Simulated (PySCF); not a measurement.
# Structure from NMR data

Molecular formula: C₂F₃N. Simulated spectra:

13C{1H} NMR (computed): δ 122.8 (q, J = 340.5 Hz), 114.0 (q, J = 64.3 Hz).

[PySCF: PBE0-D3(BJ)/def2-SVP geometry; σ from GIAO-PBE/pcSseg-2; spin–spin couplings from B3LYP/pcJ-1; single conformer; no solvent; non-relativistic Hamiltonian; rapidly exchanging positions averaged]

References, each an isolated molecule treated in the same way: TMS for 13C (σref 179.39).

Task: What is the structure?

Result: 
The formula gives 2 degrees of unsaturation (no ring in the answer). 2 carbon signals for 2 carbons: no two carbons are equivalent. Carbon types of the structure: 2 × C. δC 122.8: CF3 carbon; 3 electronegative neighbours deshield it. δC 114.0: nitrile carbon; C≡N carbons fall here, among the sp2 signals but without a proton.

These data were computed for `N#CC(F)(F)F`.

The data come from this structure; uniqueness wasn't tested.

Common functionals overestimate the size of one-bond C–F couplings by tens of Hz; these are unscaled. Shifts are as computed, not scaled to solution data. Of 1211 compounds with measured shifts, 218 miss one by over three times the rms of a fit or turn the order of signals round; such compounds aren't used in these exercises.
